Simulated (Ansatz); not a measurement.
# C3H4S: small, medium and large basis sets

How large a basis does C3H4S need? Two functionals are run in growing sets.

The runs use Ansatz 0.2.0, Gaussian basis; one geometry, several basis sets.

The runs, in order: PBE0-D4/def2-SVP; ωB97M-V/def2-SVP; PBE0-D4/def2-QZVPP; ωB97M-V/def2-QZVPP; the functionals' def2-TZVPP values are taken from earlier runs.

### Step 1. The geometry

All runs share one geometry, relaxed beforehand with PBE0-D4 in a triple-zeta def2 set.

SMILES `SC1=CC1`, 8 atoms, charge 0, spin multiplicity 1.

Atoms are counted from 1 here; the program's logs count them from 0.

Bond lengths: S1–C2 1.707 Å, S1–H5 1.342 Å, C2–C3 1.293 Å, C2–C4 1.493 Å, C3–C4 1.499 Å, C3–H6 1.075 Å, C4–H7 1.092 Å, C4–H8 1.092 Å. Angles: C2–S1–H5 96.3°, S1–C2–C3 149.5°, S1–C2–C4 145.9°, C3–C2–C4 64.6°, C2–C3–C4 64.2°, C2–C3–H6 150.2°, C4–C3–H6 145.7°, C2–C4–C3 51.2°, C2–C4–H7 119.1°, C2–C4–H8 119.1°, C3–C4–H7 120.0°, C3–C4–H8 120.0°, H7–C4–H8 113.7°.

### Step 2. PBE0-D4 in def2-SVP

Contents of in.yaml:

```yaml
crystal:
  periodic: [false, false, false]
  atoms:
    - {symbol: S, position_ang: [-0.521589, 1.983049, -0.680780]}
    - {symbol: C, position_ang: [0.055893, 0.536617, 0.019096]}
    - {symbol: C, position_ang: [0.812517, -0.058369, 0.882765]}
    - {symbol: C, position_ang: [-0.011054, -0.954829, 0.008653]}
    - {symbol: H, position_ang: [-1.341012, 1.399700, -1.569364]}
    - {symbol: H, position_ang: [1.532328, -0.012965, 1.679597]}
    - {symbol: H, position_ang: [0.460938, -1.501282, -0.810339]}
    - {symbol: H, position_ang: [-0.896020, -1.449022, 0.414570]}
basis:
  gaussian: {orbitals: def2-SVP}
hamiltonian: {xc: pbe0, dispersion: d4}
output: {orbitals: {seedname: orbitals}}
```

Command:

```
ansatz run in.yaml --threads 2 --pin off --events-out ev --progress --plain --max-ram 4352MiB
```

After this run come: ωB97M-V in def2-SVP; PBE0-D4 in def2-QZVPP; ωB97M-V in def2-QZVPP.

Q: Predict the results of all the runs planned. Wanted: PBE0-D4: double and triple zeta above quadruple; ωB97M-V: double and triple zeta above quadruple.

As calculated:

```
                                       quantity          value
PBE0-D4: double and triple zeta above quadruple  7.71, 0.50 eV
ωB97M-V: double and triple zeta above quadruple  7.81, 0.47 eV
```

What this shows: PBE0-D4 gains 7.21 eV from double to triple zeta, then 0.50 eV more. Total energies overstate the basis error of differences, where much of it tends to cancel. The LUMO of ωB97M-V is positive and keeps falling with the basis (2.75 to 1.73 eV): an unbound level that the basis holds in place.
